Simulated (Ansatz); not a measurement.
Could Ti₈C₅ exist in this structure?

Plane-wave DFT in Ansatz with scalar-relativistic PAW potentials. The crystal relaxes under LDA to R-3m with a = 6.027 Å, c = 14.602 Å, 11.78 Å³/atom. No spin polarisation. Whether it is the stable form of this composition wasn't checked.

```cif
data_structure
_symmetry_space_group_name_H-M 'R-3m:H'
_symmetry_Int_Tables_number 166
_cell_length_a 6.0268
_cell_length_b 6.0268
_cell_length_c 14.6021
_cell_angle_alpha 90.000
_cell_angle_beta 90.000
_cell_angle_gamma 120.000
_cell_volume 459.32
loop_
_atom_site_label
_atom_site_type_symbol
_atom_site_symmetry_multiplicity
_atom_site_Wyckoff_symbol
_atom_site_fract_x
_atom_site_fract_y
_atom_site_fract_z
_atom_site_occupancy
Ti1 Ti 18 h 0.16232 0.83768 0.08737 1
Ti2 Ti 6 c 0.33333 0.66667 0.91161 1
C1 C 9 d 0.16667 0.33333 0.83333 1
C2 C 3 b 0.33333 0.66667 0.16667 1
C3 C 3 a 0.00000 0.00000 0.00000 1
```

Q: Test it against the elements, against displacements at the zone centre and against strain.

A:
- Energy over the elements: -0.821 eV/atom (LDA, standard states in the same functional, gases uncorrected)
- Optical modes at Γ: all 36 real, 228 to 718 cm⁻¹ (LDA, no gap at this level, so no LO-TO term)
- Least eigenvalue of the elastic tensor: 101 GPa (LDA, smearing 0.15 eV on a cell relaxed with it; where the run has no gap this value hangs on mesh and smearing)

It passes all three tests. So it is a local minimum against everything tried and bound against the elements. Modes at other wave vectors, other structures and decomposition into other compounds weren't tested here.